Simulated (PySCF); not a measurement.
Compound: C₄H₇PS.
Numbering: `[CH3:1][CH2:2][C:3]1=[CH:4][P@@H:5]1=[S:6]`

Cartesian coordinates in Å at the GFN2-xTB level; atoms count from 1:
```
atom  x, y, z in Å
C1    -1.935    0.088    0.404
C2    -0.661   -0.587    0.904
C3     0.541    0.018    0.310
C4     0.937    0.964   -0.549
P5     2.323   -0.053   -0.010
S6     3.300   -1.365   -1.039
H7    -2.808   -0.379    0.853
H8    -2.010    0.001   -0.677
H9    -1.932    1.143    0.667
H10   -0.668   -1.653    0.655
H11   -0.593   -0.515    1.995
H12    0.539    1.719   -1.195
H13    2.963    0.622    1.028
```

Definitions: NICS(0) = −σiso at the ring centroid; NICS(1) = −σiso and NICS(1)zz = −σzz at ±1 Å along the ring normal z. Level: GIAO PBE0/pcSseg-1 (PySCF, non-relativistic, gas phase) on the GFN2-xTB geometry, one conformer.

Ring bond lengths (Å), with Mayer bond orders in brackets: C3–C4 1.338 (1.57), C4–P5 1.803 (0.91), P5–C3 1.812 (0.88).

**Question.** Give the NICS values of each ring in ppm.

**Answer.** 
```tsv
ring	type	NICS(0)	NICS(1), two faces	NICS(1)zz, two faces	rms pucker (Å)	centre to ring atoms, mean (Å)
C3–C4–P5	3-membered ring with P; formal bonds 1 double, 2 single	-18.5	-7.6 / -9.3	-10.1 / -14.8	0.00	0.95
```

**Question.** What can be read from them?

**Answer.** 
- C3–C4–P5: mean NICS(1)zz -12.5 ppm, shielded. P5 has four or more neighbours, and the NICS criterion for π rings isn't applied. The two faces differ by 4.7 ppm, so no symmetry operation interchanges them. NICS(0) lies 10 ppm below the mean NICS(1).

**Question.** List the ring angles and the Hirshfeld charges of the ring atoms.

**Answer.** 
- C3–C4–P5: C3 67.9° (-0.012 e), C4 68.7° (-0.086 e), P5 43.4° (+0.254 e); sum 180.0° against 180° for a flat convex ring.

**Question.** What are the shieldings of the ring atoms and their hydrogens in the same run (means over atoms taken as equivalent)?

**Answer.** 
```tsv
atoms	environment	σ isotropic (ppm)
C3	fully substituted alkene carbon	9.6
C4	alkene CH carbon	39.6
P5	phosphorus bonded to 2 C, S and H	459.2
H12	vinylic hydrogen	23.06
H13	P–H hydrogen	24.58
```
